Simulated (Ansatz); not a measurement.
**C2H5Na (SMILES C[CH2][Na]): single points off equilibrium**

One table from this session's results is given with a row withheld; the runs are named, their logs left out.

Computed with Ansatz 0.2.0, Gaussian basis. Level: single points in def2-TZVPP.

Correlated methods freeze the cores. The outer core shell of Li, Na, Mg and K is correlated. B3LYP uses VWN-RPA correlation.

### The system as given

SMILES `C[CH2][Na]`, 8 atoms, charge 0, spin multiplicity 1.

Atoms are counted from 1 here; the program's logs count them from 0.

Bond lengths: C1–C2 1.548 Å, C1–H4 1.075 Å, C1–H5 1.125 Å, C1–H6 1.098 Å, C2–Na3 2.306 Å, C2–H7 1.113 Å, C2–H8 1.099 Å. Angles: C2–C1–H4 108.5°, C2–C1–H5 114.0°, C2–C1–H6 111.2°, H4–C1–H5 104.3°, H4–C1–H6 106.4°, H5–C1–H6 111.9°, C1–C2–Na3 114.1°, C1–C2–H7 106.9°, C1–C2–H8 101.4°, Na3–C2–H7 109.7°, Na3–C2–H8 117.3°, H7–C2–H8 106.6°.

As a file:

```mol
C2H5Na
  3D, bonds by distance, orders not assigned

  8  7  0  0  0  0  0  0  0  0999 V2000
   -0.7166    0.3537   -0.2154 C   0  0
    0.7257   -0.1348    0.0614 C   0  0
    0.8687   -1.7904    1.6599 Na  0  0
   -1.3020   -0.4833   -0.5517 H   0  0
   -0.7929    1.1003   -1.0529 H   0  0
   -1.1950    0.7181    0.7038 H   0  0
    1.1325   -0.5092   -0.9049 H   0  0
    1.2402    0.8135    0.2713 H   0  0
  1  2  8  0
  1  4  8  0
  1  5  8  0
  1  6  8  0
  2  3  8  0
  2  7  8  0
  2  8  8  0
M  END
```

The first run:

Contents of run/in.yaml:

```yaml
crystal:
  periodic: [false, false, false]
  atoms:
    - {symbol: C, position_ang: [-0.716600, 0.353700, -0.215400]}
    - {symbol: C, position_ang: [0.725700, -0.134800, 0.061400]}
    - {symbol: Na, position_ang: [0.868700, -1.790400, 1.659900]}
    - {symbol: H, position_ang: [-1.302000, -0.483300, -0.551700]}
    - {symbol: H, position_ang: [-0.792900, 1.100300, -1.052900]}
    - {symbol: H, position_ang: [-1.195000, 0.718100, 0.703800]}
    - {symbol: H, position_ang: [1.132500, -0.509200, -0.904900]}
    - {symbol: H, position_ang: [1.240200, 0.813500, 0.271300]}
basis:
  gaussian: {orbitals: def2-TZVPP}
correlation: {method: ccsd_t}
output: {forces: true}
```

The command line of these runs was not kept.

Among the steps run: CCSD(T)/def2-TZVPP; PBE0-D4/def2-TZVPP; wB97M-V/def2-TZVPP; r2SCAN-D4/def2-TZVPP; PBE-D4/def2-TZVPP; BLYP-D4/def2-TZVPP; B3LYP-D4/def2-TZVPP.

One table of the session follows, with a row left open; its other results are not shown here.

```
   method  RMS force component (eV/Å)  angle to CCSD(T) forces (°)  dipole (D)
  CCSD(T)                       0.380                    reference        6.13
  PBE0-D4                       0.420                         13.3        5.88
  wB97M-V                       0.392                          6.7        6.26
r2SCAN-D4                       0.396                          9.6        5.87
   PBE-D4                       0.408                         19.9        5.11
  BLYP-D4                       0.410                         15.6        4.88
 B3LYP-D4                           ?                            ?           ?
```

**Question.** Estimate the row for B3LYP-D4.

As computed: RMS force component (eV/Å): 0.425; angle to CCSD(T) forces (°): 10.7; dipole (D): 5.54. In the column «RMS force component (eV/Å)» it is the highest.
